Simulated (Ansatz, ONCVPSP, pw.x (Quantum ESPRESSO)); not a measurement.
## pw.x on bcc Al: one setting changed

Potential: optimised norm-conserving Vanderbilt (ONCV), ONCVPSP 4.0.1.1 (patched build), PBEsol; core [Ne], reference 3s2 3p1; waves: 3s: rc 2.15 bohr, ncon 4, nbas 7, qcut 3.5 1/bohr, 2 projectors, debl 2.4 Ha; 3p: rc 2.55 bohr, ncon 4, nbas 8, qcut 2.7 1/bohr, 1 projector; d scattering state at 0.2 Ha: rc 2.55 bohr, ncon 5, nbas 8, qcut 4 1/bohr, 2 projectors, debl 2.4 Ha; local part: polynomial inside 2.00 bohr (lpopt 5, dvloc0 1 Ha); core correction: polynomial model core, fcfact 0.65.

The reference run (k-mesh 14³, cutoffs 50/200 Ry, Fermi–Dirac 0.01 Ry, mixing_beta 0.4, conv_thr 1e-9, no spin) gives -0.22 GPa at 16.575 Å³/atom, where all-electron LAPW gives 0.16 GPa. This run, with its own iteration cap, changes smearing to gauss.

```
&control
  calculation='scf', prefix='x', pseudo_dir='./', outdir='./tmp', tstress=.true., disk_io='none'
/
&system
  ibrav=0, nat=1, ntyp=1, ecutwfc=50, ecutrho=200, nbnd=8,
  occupations='smearing', smearing='gauss', degauss=0.01
/
&electrons
  conv_thr=1e-09, mixing_beta=0.4, electron_maxstep=60
/
ATOMIC_SPECIES
Al 1.0 Al.UPF
CELL_PARAMETERS angstrom
  -1.60619344 1.60619344 1.60619344
  1.60619344 -1.60619344 1.60619344
  1.60619344 1.60619344 -1.60619344
ATOMIC_POSITIONS crystal
Al 0.0000 0.0000 0.0000
K_POINTS automatic
14 14 14 0 0 0
```

```bash
pw.x < Al.scf.in > Al.scf.out
```

Problem. How does the run end?

Solution. It converges in 6 iterations; the free energy moves by +10.1 meV/atom and the pressure by +0.02 GPa. Gaussian smearing of the same width is narrower in effect than Fermi–Dirac, so its quadratic term in F is smaller.

```
Message from routine setup:
     using ibrav=0 with symmetry is DISCOURAGED, use correct ibrav instead
     lattice parameter (alat)  =       5.2572  a.u.
     unit-cell volume          =     111.8536 (a.u.)^3
     number of electrons       =         3.00
     number of Kohn-Sham states=            8
     kinetic-energy cutoff     =      50.0000  Ry
     charge density cutoff     =     200.0000  Ry
     scf convergence threshold =      1.0E-09
     Exchange-correlation= PBESOL
     number of k points=   104  Gaussian smearing, width (Ry)=  0.0100
     iteration #  1     ecut=    50.00 Ry     beta= 0.40
     total energy              =      -6.47559852 Ry
     estimated scf accuracy    <       0.00545377 Ry
     iteration #  2     ecut=    50.00 Ry     beta= 0.40
     total energy              =      -6.47480216 Ry
     estimated scf accuracy    <       0.00171452 Ry
     iteration #  3     ecut=    50.00 Ry     beta= 0.40
     total energy              =      -6.47487646 Ry
     estimated scf accuracy    <       0.00000122 Ry
     iteration #  4     ecut=    50.00 Ry     beta= 0.40
     total energy              =      -6.47487842 Ry
     estimated scf accuracy    <       0.00000001 Ry
     iteration #  5     ecut=    50.00 Ry     beta= 0.40
     total energy              =      -6.47487842 Ry
     estimated scf accuracy    <          4.7E-09 Ry
     iteration #  6     ecut=    50.00 Ry     beta= 0.40
     the Fermi energy is     7.8349 ev
!    total energy              =      -6.47487842 Ry
     estimated scf accuracy    <          3.3E-11 Ry
     smearing contrib. (-TS)   =      -0.00030669 Ry
     The total energy is F=E-TS. E is the sum of the following terms:
     one-electron contribution =       2.94610860 Ry
     hartree contribution      =       0.00463390 Ry
     xc contribution           =      -4.02988852 Ry
     ewald contribution        =      -5.39542571 Ry
     convergence has been achieved in   6 iterations
          total   stress  (Ry/bohr**3)                   (kbar)     P=       -1.99
     Message from routine punch:
     Nothing written, as per user request (disk_io='none')
```

The run took about 6.2 s on one core of a shared host (Neoverse-V1, 32 threads, 247 GiB, load 32).
